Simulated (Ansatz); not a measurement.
Input file:

```yaml
crystal:
  periodic: [false, false, false]
  atoms:
    - {symbol: Ge, position_ang: [0.000000, 0.000000, 0.000000]}
    - {symbol: H, position_ang: [0.000000, 0.000000, 1.382000]}
basis:
  gaussian: {orbitals: 6-31G}
magnetization: {spin_polarized: true, initial_magnetization: 3}
correlation: {method: ccsdt_q_b, electrons: outside_noble_gas}
scf: {lower_state_search: off}
```

```sh
$ ansatz run in.yaml --threads 1 --pin off --events-out ev --progress --plain --max-ram 2393MiB
```

**Question.** Roughly how long does this take on 1 thread of AMD EPYC 9R14, shared host, and how much host memory?

**Answer.** 1 s wall and 0.1 GiB.

```
these checks for a lower state are left out or cut short: stability, starts, cluster_reference, orbital_swaps, neighbouring_geometries, increment
457 factors; integrals over basis functions are off by at most 4.7e-8 eV
mean field evaluation 1: about -56476.7366 eV, gradient 5.7e0 eV
mean field evaluation 2: about -56476.7539 eV, gradient 5.7e0 eV
mean field evaluation 4: about -56477.2631 eV, gradient 9.6e-1 eV
mean field evaluation 8: about -56477.3019 eV, gradient 7.7e-2 eV
mean field -56477.30204441 eV, -2075.5025684419 hartree, gradient 2.8e-6 eV, S^2 3.750938; 0 other end points of the search recorded, 0 dependent functions left out
14 core orbitals not correlated: weight in the atoms' cores, before any rotation towards them, 0.997 or more for the frozen orbitals, at most 0.001 for the correlated occupied ones
reference -56477.30204441 eV, -2075.5025684419 hartree; 4, 1 occupied and 13, 16 virtual orbitals, 457 factors
second order -0.55178490 eV of doubles, -0.00000000 eV of singles
cycle   1  -0.70713358 eV  change   -1.6e-1 eV  update   3.7e-2
cycle   2  -0.80640170 eV  change   -9.9e-2 eV  update   1.8e-2
cycle   3  -0.81126103 eV  change   -4.9e-3 eV  update   4.7e-3
cycle   4  -0.81216438 eV  change   -9.0e-4 eV  update   1.4e-3
cycle   5  -0.81188206 eV  change    2.8e-4 eV  update   4.3e-4
cycle   6  -0.81199711 eV  change   -1.2e-4 eV  update   9.8e-5
cycle   7  -0.81201995 eV  change   -2.3e-5 eV  update   4.1e-5
cycle   8  -0.81199535 eV  change    2.5e-5 eV  update   1.1e-5
cycle   9  -0.81200400 eV  change   -8.6e-6 eV  update   3.3e-6
cycle  10  -0.81200244 eV  change    1.6e-6 eV  update   6.5e-7
cycle  11  -0.81200250 eV  change   -5.7e-8 eV  update   1.6e-7
perturbative correction -0.00004612 eV, -0.0000016950 hartree
Total energy: -56478.11409304 eV, -2075.5324106785 hartree
Checks for a lower state left out: stability, starts, cluster_reference, orbital_swaps, neighbouring_geometries, increment
```
